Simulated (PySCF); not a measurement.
Species: formyl fluoride, CHFO.
SMILES: `O=CF`

Computed with PBE0-D3(BJ)/def2-SVP geometry optimisation, gas phase (PySCF).

Masses are those of the commonest isotopes; rigid-rotor values at the optimised geometry. 

(1) Give the principal moments of inertia and the rotational constants in MHz.

(2) What kind of rotor is it?

(3) What does the inertial defect say?

(4) List the rotational levels J(Ka,Kc) to J = 5 (K).

(5) Which types of transition are allowed, and where do some lines up to J = 3 fall?

## Answers

(1) Ia = 5.46, Ib = 42.56, Ic = 48.03 u·Å²; 505379 MHz·u·Å²/I gives A = 92485, B = 11873, C = 10522 MHz.

(2) A near-prolate asymmetric top. Ray's parameter κ = (2B − A − C)/(A − C) = -0.967; −1 is the prolate and +1 the oblate limit.

(3) Planar: Δ = Ic − Ia − Ib = 0.00 u·Å². For a rigid frame Δ = −2 Σ m c², so it vanishes when all atoms lie in the ab plane; here none is more than 0.01 Å from it.

(4) Above 0(0,0), as E/k:
J = 1: 1(0,1) 1.075, 1(1,1) 4.944, 1(1,0) 5.008
J = 2: 2(0,2) 3.224, 2(1,2) 7.028, 2(1,1) 7.223, 2(2,1) 18.829, 2(2,0) 18.830
J = 3: 3(0,3) 6.445, 3(1,3) 10.155, 3(1,2) 10.544, 3(2,2) 22.054, 3(2,1) 22.058, 3(3,1) 41.560, 3(3,0) 41.560
J = 4: 4(0,4) 10.736, 4(1,4) 14.323, 4(1,3) 14.971, 4(2,3) 26.352, 4(2,2) 26.364, 4(3,2) 45.861, 4(3,1) 45.861, 4(4,1) 73.167, 4(4,0) 73.167
J = 5: 5(0,5) 16.094, 5(1,5) 19.532, 5(1,4) 20.504, 5(2,4) 31.724, 5(2,3) 31.753, 5(3,3) 51.237, 5(3,2) 51.238, 5(4,2) 78.543, 5(4,1) 78.543, 5(5,1) 113.652, 5(5,0) 113.652

(5) The dipole components are |μa| = 0.78 D, |μb| = 1.85 D, |μc| = 0.00 D; the mirror of this Cs structure is the ab plane, so μc vanishes by symmetry and there are no c-type lines. Intensities carry the squares of the components, which stand as 0.18 : 1.00 (a : b). Some lines, for components of 0.1 D or more:

```csv
type,branch,"J(Ka,Kc)",MHz,lower level (cm⁻¹)
a,Q,"1(1,0) ← 1(1,1)",1351,3.436
a,Q,"3(1,2) ← 3(1,3)",8105,7.058
a,R,"1(0,1) ← 0(0,0)",22396,0.000
a,R,"2(1,2) ← 1(1,1)",43440,3.436
a,R,"2(0,2) ← 1(0,1)",44774,0.747
a,R,"3(1,3) ← 2(1,2)",65150,4.885
a,R,"3(0,3) ← 2(0,2)",67119,2.241
a,R,"3(2,2) ← 2(2,1)",67187,13.087
a,R,"3(2,1) ← 2(2,0)",67254,13.087
a,R,"3(1,2) ← 2(1,1)",69202,5.020
b,Q,"2(1,1) ← 2(0,2)",83330,2.241
b,Q,"3(1,2) ← 3(0,3)",85413,4.479
b,R,"1(1,1) ← 0(0,0)",103007,0.000
b,R,"2(1,2) ← 1(0,1)",124052,0.747
b,R,"3(1,3) ← 2(0,2)",144427,2.241
b,Q,"2(2,0) ← 2(1,1)",241851,5.020
b,Q,"2(2,1) ← 2(1,2)",245887,4.885
b,Q,"3(2,2) ← 3(1,3)",247923,7.058
b,R,"2(2,1) ← 1(1,0)",287976,3.481
b,R,"2(2,0) ← 1(1,1)",289344,3.436
b,Q,"3(3,0) ← 3(2,1)",406361,15.331
b,R,"3(3,0) ← 2(2,1)",473631,13.087
```

PBE0-D3(BJ)/def2-SVP frequencies: not computed here. These are rigid-rotor constants of the computed structure; measured ground-state constants (B0) also hold zero-point vibration.
